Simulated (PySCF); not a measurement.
Numbering as in the mapped SMILES `[CH3:1][CH:2]([CH3:3])[C:4](=[O:5])[Cl:6]`. Each H is labelled by its parent atom.

- σ from GIAO-PBE0/pcSseg-1
- structure optimised with PBE0-D3(BJ)/def2-SVP
- code: PySCF 2.14.0 with density-fitted response routines
- gas phase, non-relativistic Hamiltonian, rapidly exchanging positions averaged, one conformer

Referencing at the same level of theory: TMS for 13C (σ = 184.41 ppm), 1H (σ = 31.27 ppm); H2O for 17O (σ = 334.56 ppm); 35Cl (σ = 943.27 ppm) vs HCl.

```
      atoms  nucleus  count  Hirshfeld charge  δ (ppm)
        Cl6     35Cl      1             -0.07      448
         O5      17O      1             -0.19    585.4
      H(C2)       1H      1              0.05        ?
      C1/C3      13C      2             -0.11     20.4
         C2      13C      1             -0.02     48.7
         C4      13C      1              0.20    187.0
H(C1)/H(C3)       1H      6              0.04        ?
```

Question: Complete the table.

Answer: 
- H(C2): 2.44 ppm, hydrogen on an sp3 CH α to a carbonyl; α to C=O
- H(C1)/H(C3): 1.22 ppm, hydrogen on a methyl carbon

Carbons that carry Cl, above all several Cl atoms, come out too deshielded, partly because spin–orbit coupling is missing. Shifts are as computed. Against solution values, carbons near 30 ppm lie about +2 ppm off and those near 130 ppm about +5 ppm; carbons on Cl a further +5 ppm. Of 1211 compounds with measured shifts, 218 miss one by over three times the rms of a fit or turn the order of signals round; such compounds aren't used in these exercises. Unscaled 17O shifts of doubly bonded oxygen tend to come out too high, by tens of ppm or more. Experimental scales use liquid or dissolved standards, which lie at an offset from isolated H2O (liquid H2O: subtract about 36 ppm).
